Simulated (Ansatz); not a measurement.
# CH₅B: how energies converge with the basis set

The task here is to estimate one member of a computed series from the others.

The runs use Ansatz 0.2.0, Gaussian basis; one geometry, several basis sets.

Plan: PBE0-D4/def2-SVP; ωB97M-V/def2-SVP; PBE0-D4/def2-QZVPP; ωB97M-V/def2-QZVPP; CCSD(T)/cc-pV(D+d)Z; CCSD(T)/cc-pV(T+d)Z; CCSD(T)/cc-pV(Q+d)Z; the functionals' def2-TZVPP values are taken from earlier runs.

### The relaxed structure

An earlier PBE0-D4 in a triple-zeta def2 set relaxation fixed the geometry.

7 atoms, charge 0, spin multiplicity 1.

Atoms are counted from 1 here; the program's logs count them from 0.

Bond lengths: B1–C2 1.548 Å, B1–H3 1.199 Å, B1–H4 1.199 Å, C2–H5 1.091 Å, C2–H6 1.105 Å, C2–H7 1.091 Å. Angles: C2–B1–H3 120.9°, C2–B1–H4 120.9°, H3–B1–H4 118.1°, B1–C2–H5 115.2°, B1–C2–H6 103.3°, B1–C2–H7 115.2°, H5–C2–H6 105.7°, H5–C2–H7 110.4°, H6–C2–H7 105.7°.

As a file:

| atom | x (Å) | y (Å) | z (Å) |
| --- | --- | --- | --- |
| B1 | -0.24431 | -0.85016 | 0.04320 |
| C2 | 0.14598 | 0.64766 | 0.00948 |
| H3 | 0.30361 | -1.61290 | 0.78814 |
| H4 | -1.05504 | -1.29267 | -0.72089 |
| H5 | 0.56385 | 1.04039 | 0.93814 |
| H6 | 0.96950 | 0.67993 | -0.72669 |
| H7 | -0.62239 | 1.31965 | -0.37699 |

The first run:

in.yaml

```yaml
crystal:
  periodic: [false, false, false]
  atoms:
    - {symbol: B, position_ang: [-0.244307, -0.850159, 0.043203]}
    - {symbol: C, position_ang: [0.145983, 0.647658, 0.009475]}
    - {symbol: H, position_ang: [0.303606, -1.612897, 0.788144]}
    - {symbol: H, position_ang: [-1.055040, -1.292671, -0.720888]}
    - {symbol: H, position_ang: [0.563848, 1.040392, 0.938142]}
    - {symbol: H, position_ang: [0.969499, 0.679929, -0.726687]}
    - {symbol: H, position_ang: [-0.622389, 1.319647, -0.376987]}
basis:
  gaussian: {orbitals: def2-SVP}
hamiltonian: {xc: pbe0, dispersion: d4}
output: {orbitals: {seedname: orbitals}}
```

Launch:

```bash
> ansatz run in.yaml --threads 2 --pin off --events-out ev --progress --plain --max-ram 32768MiB --backend cpu
```

Steps of the session up to this table: PBE0-D4 in def2-SVP; ωB97M-V in def2-SVP; PBE0-D4 in def2-QZVPP; ωB97M-V in def2-QZVPP.

One table of the session follows, with a row left open; its other results are not shown here.

It belongs to the step «Density functionals: the series». 

```
functional       basis  HOMO (eV)
   PBE0-D4    def2-SVP      -8.92
   PBE0-D4  def2-TZVPP      -8.99
   PBE0-D4  def2-QZVPP      -8.99
   ωB97M-V    def2-SVP          ?
   ωB97M-V  def2-TZVPP     -11.33
   ωB97M-V  def2-QZVPP     -11.34
```

**Question.** Estimate the row for ωB97M-V, def2-SVP.

The run gave: HOMO (eV): -11.22. In the column «HOMO (eV)» it lies between ωB97M-V, def2-TZVPP (-11.33) and PBE0-D4, def2-TZVPP (-8.99).
